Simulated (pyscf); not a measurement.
# Substitution at Si: Cl–SiH(Cl)–Cl (SMILES Cl[SiH](Cl)Cl) + Cl• (SMILES [Cl]) -> Cl• (SMILES [Cl]) + Cl–SiH(Cl)–Cl (SMILES Cl[SiH](Cl)Cl)

Gas phase, doublet surface, charge 0. Bonds broken: Cl1–Si2. Bonds formed: Si2–Cl3. Structures and frequencies: ωB97X-D3(BJ)/def2-SVP in PySCF.

Transition state (Å):

```xyz
6

Cl    -0.6229     1.6558     1.3152
Si     0.3294     0.1981    -0.1907
Cl     0.1979    -0.6476     1.9486
Cl    -0.7236     1.1182    -1.7166
Cl     0.2911    -1.7335    -0.9328
H      1.7068     0.7007    -0.1433
```

One imaginary mode, 114i cm⁻¹; descent along it reached the two sides named.

```tsv
bond	change	reactant side (Å)	saddle	product side
Cl1–Si2	breaks	2.064	2.302	3.3
Si2–Cl3	forms	3.3	2.304	2.064
```

Electronic energies relative to the separated reactants (kJ/mol):

```csv
level,barrier,reaction energy,reverse barrier
ωB97X-D3(BJ)/def2-TZVP,49.7,0.0,49.7
PBE/def2-TZVP,8.8,0.0,8.8
r²SCAN/def2-TZVP,27.9,0.0,27.9
B3LYP-D3(BJ)/def2-TZVP,41.8,0.0,41.8
PBE0-D3(BJ)/def2-TZVP,34.6,0.0,34.6
M06-2X/def2-TZVP,54.5,0.0,54.5
ωB97M-D3(BJ)/def2-TZVP,59.5,0.0,59.5
HF/def2-TZVP,184.2,0.0,184.2
```

With ωB97M-D3(BJ)/def2-TZVP energies and thermal terms (ideal gas, 1 atm, RRHO with modes under 100 cm⁻¹ raised to 100, one conformer, R ln 2 for chiral ones without a mode under 150 cm⁻¹), in kJ/mol:

```tsv
T (K)	ΔH‡	ΔG‡	ΔH	ΔG
298	58.0	92.9	0.0	0.0
600	56.8	128.8	0.0	0.0
900	55.6	165.0	0.0	0.0
1200	54.4	201.6	0.0	0.0
```

Abstraction by the radical was not located in this set and often lies lower. This is the saddle that the search found; another between the same sides may lie lower. The angle at the attacked Si is 67° (front-side attack). Left out: orbital degeneracy and the spin-orbit lowering of Cl.
